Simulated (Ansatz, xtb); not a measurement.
**AlH3OP: where a starting geometry ends**

The starting geometry of this gas-phase doublet was built from a drawn formula by distance geometry and a force field; its bonds are those of `O[PH][AlH]`.

```xyz
6

Al   -0.4414   -2.9713    2.4634
O     0.3111   -1.2897    0.1336
P     1.2731   -1.6532    1.5295
H     0.8400   -0.6268   -0.4136
H     0.8082   -0.4551    2.2687
H    -0.1062   -4.4187    3.0390
```

Q: Predict what becomes of its bonds when it is optimised with r2SCAN-D4/def2-SVP.

A: It keeps its bonds, and is `O[PH][AlH]`.

The energy falls by 0.30 eV over 10 steps:

```
step  E − E(last) (eV)
   1             0.298
   2             0.184
   3             0.157
   4             0.111
   5             0.063
   6             0.051
   7             0.003
   8             0.000
   9             0.000
  10             0.000
```

Final geometry (Å):

```yaml
atoms:
  - { symbol: Al, position_ang: [-0.4845, -3.2894, 2.1169] }
  - { symbol: O, position_ang: [0.2712, -0.9198, 0.1148] }
  - { symbol: P, position_ang: [1.1082, -1.7479, 1.3299] }
  - { symbol: H, position_ang: [0.9280, -0.5620, -0.4979] }
  - { symbol: H, position_ang: [0.8549, -0.9048, 2.4765] }
  - { symbol: H, position_ang: [0.0069, -3.9910, 3.4804] }
```

From the same start GFN2-xTB ends elsewhere, at `[OH][AlH][PH]`.

The end wasn't checked by frequencies. Open shells are spin-unrestricted. Run with Ansatz 0.2.0, 75 s on 1 thread of Arm Neoverse V2, on a shared host.
